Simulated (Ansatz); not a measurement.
# Worked example: correlation energy of B$_{2}$GeH⁺, triplet

Geometry: that of the B2GeH, quartet, kept fixed.

```xyz
4

B     0.0134   -1.0596   -1.3555
Ge    0.0042    0.0462    0.4549
B    -0.0575    0.6170   -1.4835
H     0.1718    1.4195   -2.3301
```

Basis cc-pVDZ; Ansatz 0.2.0. Only valence electrons are correlated (noble-gas cores and the filled d shells of p-block atoms frozen), which leaves 10 electrons in 44 orbitals. Prefix R: restricted or restricted open-shell reference. No spin–orbit coupling is included, and no scalar relativity.

Full CI isn't at hand for all of this; RCCSDT(Q) serves as the reference, and is uncertain by about the last step of the cluster series.

Runs differ by some tens of microhartree through their thresholds and, for an open shell, their frozen cores, so steps under 0.03 kcal/mol mean nothing.

```csv
level,total energy (hartree)
RHF,-2124.827856
RMP2,-2125.028926
RCCSD,-2125.066206
RCCSD(T),-2125.081031
RCCSDT,-2125.082982
RCCSDT(Q),-2125.084383
```

Question: What is the correlation energy at RCCSDT(Q), and what share of it do RMP2 and RCCSD recover?

Answer: E(corr) = -2125.084383 − (-2124.827856) = -0.256527 hartree = -6.980 eV. RMP2: -0.201070 / -0.256527 = 78.38 %. RCCSD: -0.238350 / -0.256527 = 92.91 %.

Question: By how many kcal/mol does RCCSD(T) miss RCCSDT(Q) (1 hartree = 627.509 kcal/mol), and which steps make up the rest?

Answer: -2125.081031 − (-2125.084383) = 0.003352 hartree = 2.10 kcal/mol. Steps: RCCSDT − RCCSD(T) = -1.22, RCCSDT(Q) − RCCSDT = -0.88 kcal/mol. Differences between like states or geometries often cancel part of this.
